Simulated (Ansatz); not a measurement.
# Platinum, fcc under r²SCAN: how the Fermi-Dirac smearing moves the result

A convergence test of the Fermi-Dirac smearing width. The geometry was relaxed under r²SCAN beforehand and stays fixed; 6 values are run, from 0.01 to 1.0 eV. Wanted are the values from which on the energy stays within 10 and 1 meV/atom, and the pressure within 0.5 GPa, of the narrowest run. Within the series other settings stay, but some runs also write fields, which adds to their time. Spin polarisation is left out.

Program: Ansatz 0.2.0. Level of theory: DFT r²SCAN, plane waves with PAW, scalar-relativistic. These are calculated values, not measurements.

**1. The structure to begin with**

Symmetry: Fm-3m, No. 225, cubic system. The conventional cell has a = 3.941 Å, b = 3.941 Å, c = 3.941 Å, α = 90.00°, β = 90.00°, γ = 90.00°. Around Pt (site symmetry m-3m) lie 12 Pt at 2.79 Å.

As a file:

```
Pt
1.0
     0.00000    1.97058    1.97058
     1.97058    0.00000    1.97058
     1.97058    1.97058    0.00000
Pt
1
Cartesian
  0.0000 0.0000 0.0000
```

**2. Run at 0.01 eV**

The run at 0.01 eV.

Contents of input.yaml:

```yaml
crystal:
  lattice:
    - [0.0, 1.9705765473, 1.9705765473]
    - [1.9705765473, 0.0, 1.9705765473]
    - [1.9705765473, 1.9705765473, 0.0]
  atoms:
    - { symbol: Pt, position: [0.0, 0.0, 0.0] }
hamiltonian:
  xc: r2scan
  pseudopotentials:
    kind: paw
    azcp:
      Pt: "pseudopotentials/Pt.paw.azcp"
basis:
  ecutwfc: 500
  fft_grid_basis: typed
kpoints:
  mp_grid: { grid: [14, 14, 14], shift: [0, 0, 0] }
magnetization:
  spin_polarized: false
scf:
  occupations: { method: fermi_dirac, width: 0.01 }
  lower_state_search: "off"
output:
  stress: true
```

Launch:

```bash
$ ansatz run input.yaml --threads 2 --pin off --max-ram 5120MiB --backend cpu --events-out ev --progress --plain --runs-dir out
```

**3. Run at 0.03 eV**

The run at 0.03 eV.

input.yaml, as its differences from that of step 2:

```diff
@@ -21,3 +21,3 @@
 scf:
-  occupations: { method: fermi_dirac, width: 0.01 }
+  occupations: { method: fermi_dirac, width: 0.03 }
   lower_state_search: "off"
```

**4. Run at 0.2 eV**

The run at 0.2 eV.

input.yaml, as its differences from that of step 3:

```diff
@@ -21,3 +21,3 @@
 scf:
-  occupations: { method: fermi_dirac, width: 0.03 }
+  occupations: { method: fermi_dirac, width: 0.2 }
   lower_state_search: "off"
```

**5. Run at 0.3 eV**

The run at 0.3 eV.

input.yaml, as its differences from that of step 4:

```diff
@@ -21,3 +21,3 @@
 scf:
-  occupations: { method: fermi_dirac, width: 0.2 }
+  occupations: { method: fermi_dirac, width: 0.3 }
   lower_state_search: "off"
@@ -25 +25,5 @@
   stress: true
+  write_density: true
+  write_potential: true
+  elf: true
+  volumetric_format: npy
```

**6. Run at 0.6 eV**

The run at 0.6 eV.

input.yaml, as its differences from that of step 5:

```diff
@@ -21,3 +21,3 @@
 scf:
-  occupations: { method: fermi_dirac, width: 0.3 }
+  occupations: { method: fermi_dirac, width: 0.6 }
   lower_state_search: "off"
@@ -25,5 +25 @@
   stress: true
-  write_density: true
-  write_potential: true
-  elf: true
-  volumetric_format: npy
```

**7. Run at 1.0 eV**

The run at 1.0 eV.

input.yaml, as its differences from that of step 6:

```diff
@@ -21,3 +21,3 @@
 scf:
-  occupations: { method: fermi_dirac, width: 0.6 }
+  occupations: { method: fermi_dirac, width: 1.0 }
   lower_state_search: "off"
@@ -25 +25,5 @@
   stress: true
+  write_density: true
+  write_potential: true
+  elf: true
+  volumetric_format: npy
```

(Steps that only read results are left out.)

Before running it: what results should come out?

As calculated:

| quantity | value |
| --- | --- |
| E(σ → 0) stays within 10 meV/atom of 0.01 eV | up to 0.03 eV |
| E(σ → 0) stays within 1 meV/atom | up to 0.03 eV |
| pressure stays within 0.5 GPa | up to 0.03 eV |
| pressure at 0.01 eV | -0.46 GPa |
| energy of a separate run on a finer mesh (22×22×22) | +4.1 meV/atom from 0.01 eV |

In words: The far end, 1.0 eV, lies -211.0 meV/atom and +15.4 GPa from the yardstick. The free energy F moves by -1446.4 meV/atom over the range, and the estimate for σ → 0 by -211.0. In theory F falls as the square of the width under this scheme, but here the ratio is not steady: the mesh at narrow widths, or a density of states that varies over the wide ones, can both cause that. The mesh (14×14×14) is fixed, so the narrowest widths carry a k-point error of their own. The yardstick itself is unsettled by 4.1 meV/atom against the finer mesh, so the thresholds above hold only within this series, and wider smearing, which averages over more states, can land nearer the fine-mesh value than the narrowest does.
